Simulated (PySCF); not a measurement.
## Energy profile

The step: BH₃SO ([OH][BH][SH]) → BHO ([BH][O]) + H₂S; bonds formed: S2–H4; bonds broken: B1–S2, O3–H4 (atoms numbered as in the saddle structure below).

B1  (-0.358, 0.729, -0.315)
S2  (1.147, -0.572, 0.509)
O3  (-0.828, -0.043, -1.200)
H4  (0.177, -0.887, -0.616)
H5  (-0.447, 1.810, 0.172)
H6  (0.309, -1.036, 1.451)
(Å)

Electronic energies by CCSD(T) at an estimated basis limit (MP2 extrapolated from triple and quadruple zeta, plus CCSD(T) − MP2 in triple zeta), on PBE0-D4/def2-TZVP structures; BH$_{3}$SO, closed shell; no counterpoise correction. Computed with PySCF 2.14 with density fitting (its default auxiliary sets; JK sets also for MP2 and CCSD(T)) (basis: def2-TZVPP and def2-QZVPP); correlated methods freeze the cores. Extrapolation: Hartree–Fock as exp(−7.88 √X), correlation as X^−2.97.

(1) Give the profile in eV, counted from the start structure. (To be estimated.)

The T1 diagnostic stays at or below 0.020.

Results:

(1) By the calculation:
```csv
point,eV
start structure,0.000
saddle,2.153
end structure,1.105
"separated: BHO (linked as [BH][O]; B1, O3, H5; singlet) + H$_{2}$S (S2, H4, H6; singlet)",1.202
```

For scale, one of the runs: CCSD(T)/def2-TZVPP, 146 basis functions, launched by `OMP_NUM_THREADS=4 python run.py`. The run took 100 s on 4 CPU threads of an Arm Neoverse N1 (shared host), with 0.88 GiB of host memory at its peak.
